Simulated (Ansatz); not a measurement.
# How far each method lies from RCCSDTQ for Si$_{2}$H$_{6}$, singlet

Geometry: MP2(full)/6-31G*, from the G2/97 set.

```xyz
8

Si    0.0000    0.0000    1.1677
Si    0.0000    0.0000   -1.1677
H     0.0000    1.3933    1.6860
H    -1.2066   -0.6966    1.6860
H     1.2066   -0.6966    1.6860
H     0.0000   -1.3933   -1.6860
H    -1.2066    0.6966   -1.6860
H     1.2066    0.6966   -1.6860
```

Basis 6-31G; Ansatz 0.2.0. Correlated methods freeze the noble-gas cores, which leaves 14 electrons in 28 orbitals. Prefix R: restricted or restricted open-shell reference. Active spaces: frontier = (8e, 8o) about the gap.

Full CI isn't at hand for all of this; RCCSDTQ serves as the reference, and is uncertain by about the last step of the cluster series.

```
UHF ⟨S²⟩                          : 0.000
T1 diagnostic (RCCSD)             : 0.0083
largest doubles amplitude (RCCSD) : 0.045
```

```
   level  E − E(RHF) (eV)
    RMP2          -3.0865
   RCCSD          -4.1528
RCCSD(T)          -4.2109
```

(1) Estimate how far RCCSDTQ in 6-31G lies from RCCSD(T). The table doesn't fix it; the size of (T) and the diagnostics are the guide.

(1) RCCSDTQ in 6-31G lies 0.73 mEh below RCCSD(T), which is 34 % of the (T) step (-2.13 mEh). The diagnostics give no warning, yet the rest is a sizeable part of (T).

The other levels:

| level | E − E(RCCSDTQ) (mEh) | share of correlation (%) | wall time |
| --- | --- | --- | --- |
| CISD | 14.37 | 90.76 | 0.75 s |
| BCCD(T) | 0.72 | 99.53 | 0.42 s |
| RCCSDT | 0.11 | 99.93 | – |
| CISDTQ | 0.77 | 99.50 | 63 s (H100) |
| RCCSDT(Q) | 0.02 | 99.99 | 2.5 s |
| CASSCF (frontier space) | 94.41 | 39.28 | – |
| NEVPT2 (frontier space) | 29.06 | 81.31 | 7.5 s |

The correlation energy at RCCSDTQ, counted from RHF, is -4.231 eV. That run took 21 s on 2 threads of AMD EPYC 7R13 with a shared H100 80 GB, shared host.

Times hold each run's SCF and search for its determinant on a shared host, so for small cases they say little of a method's own cost; rows without a card ran on 1 thread of AMD EPYC 7R13.

Atomization energy (electronic, same basis, no zero-point term; atoms at the same level, unrestricted beside the R rows where the molecule is a closed shell, with restricted open-shell steps beyond CCSDT(Q)) at RCCSDTQ: 1777.3 kJ/mol. Errors of other levels:

```csv
level,error (kJ/mol)
RHF,-284.1
RMP2,-62.8
CISD,-36.5
RCCSD,-6.6
RCCSD(T),-1.7
BCCD(T),-1.6
RCCSDT,-0.3
CISDTQ,-2.0
RCCSDT(Q),0.0
```

This basis is far from its limit, so the value isn't to be set against a measured one. Truncated CI isn't size-consistent, which counts against it in atomization.
